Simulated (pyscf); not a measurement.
This saddle point was located with ωB97X-D3(BJ)/def2-SVP in PySCF.

```xyz
10

P     -1.2167    -1.2633     1.6473
Si     0.2176    -0.0083     0.4624
H     -0.9000    -0.6942     2.9137
H     -0.3715    -2.3992     1.7675
H      0.2899    -1.3959    -0.6912
H     -0.1464     1.3661     0.9829
H      1.6839    -0.0976     0.6866
O     -0.2367     0.5468    -1.2777
H     -0.1073    -0.5680    -1.3834
H     -1.1086     0.9486    -1.4223
```

Surface: singlet, charge 0. Lowest wavenumbers (cm⁻¹): 1282i, 110, 236, 345, 408.

### Question
Which two sides does it connect, and which bonds change?

### Answer
H₃Si–PH₂ (SMILES [SiH3]P) + H₂O (SMILES O) ⇌ HO–SiH₂–PH₂ (SMILES O[SiH2]P) + H₂ (SMILES [H][H]), a four-centre exchange read from left to right: H–Si, H–O broken and O–Si, H–H formed. At ωB97M-D3(BJ)/def2-TZVP it lies +34.2 kcal/mol from the left side and +50.5 kcal/mol from the right (each side as separated species at their lowest minima found). This is the saddle that the search found; another between the same sides may lie lower.
